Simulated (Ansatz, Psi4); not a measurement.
Species: ethanol, C2H6O, charge 0, multiplicity 1. SMILES: CCO
Coordinates optimised at B3LYP-D3(BJ)/def2-TZVP (Ansatz, a quantum-chemistry and plane-wave program):
```
C
H 1 1.0973
H 1 1.0973 2 107.69
O 1 1.4270 2 110.49 3 -120.76
H 4 0.9624 1 108.87 2 59.54
C 1 1.5131 2 110.09 3 120.04
H 6 1.0909 1 110.47 2 60.81
H 6 1.0909 7 108.30 1 -121.11
H 6 1.0917 7 108.54 8 -117.66
```
Charge 0, spin multiplicity 1.

Wanted: vertical triplet-singlet gap, E(triplet) - E(singlet), in eV. Conventions: no spin-orbit coupling; 6-31G* and kin with 6d, 5d where marked; no dispersion term unless named; non-relativistic; open shells spin-unrestricted; each state is the SCF solution reached for its charge and spin. Ab initio and DFT rows: single points at B3LYP-D3(BJ) geometries (Ansatz). Levels can end on unlike triplets.

```csv
species,coefficient,"E at wB97X-D/6-31G* (Psi4), Eh","E at wB97M-V/def2-TZVPD (Ansatz), Eh"
"charge 0, triplet",+1,-154.69742,-154.77843
"charge 0, singlet",-1,-154.98462,-155.02601
```

 1 Eh = 27.2114 eV.

Question: Compute it at each level from the table.

Answer: 
- wB97X-D/6-31G*: the sum of coefficient times E is 0.28720 Eh, or 7.815 eV. Result: 7.82 eV.
- wB97M-V/def2-TZVPD: the sum of coefficient times E is 0.24758 Eh, or 6.737 eV. Result: 6.74 eV.
